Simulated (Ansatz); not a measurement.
How well does each level of theory give the formation enthalpy of rock-salt NaCl?

Reference value: -2.140 eV/atom (measured, 0 K, zero-point vibrations removed by harmonic ab initio phonons, 0 K static; as tabulated in Harl and Kresse (2009), doi:10.1103/physrevlett.103.056401).

Question: Which of these levels comes closest to the reference?
(A) r²SCAN (Ansatz, a quantum-chemistry and plane-wave program)
(B) LDA (Ansatz)
(C) PBE0 (Ansatz)
(D) HSE06 (Ansatz)

Answer: A, r²SCAN (Ansatz)

```tsv
level (code)	value (eV/atom)	error (eV/atom)
LDA (Ansatz)	-1.980	+0.160
r²SCAN (Ansatz)	-2.098	+0.042
HSE06 (Ansatz)	-1.944	+0.196
PBE0 (Ansatz)	-1.958	+0.182
```

Closest of these to the reference: r²SCAN (+0.042 eV/atom). HSE06 (+0.196 eV/atom) lies farthest from it. Within 0.3 eV/atom: LDA, r²SCAN, HSE06, PBE0. The least costly first-principles kind among them: DFT without exact exchange (LDA, r²SCAN). All 4 levels lie above the reference.

HSE06, PBE0: hybrids on metals are sensitive to the k mesh and can open a false gap. Values are at the level's own equilibrium cell; PBE0 at the r²SCAN cell. Ansatz's density-functional and Hartree–Fock values are scalar-relativistic unless marked +SOC, with PAW data made under PBE.

Differences are worked out from the printed values.
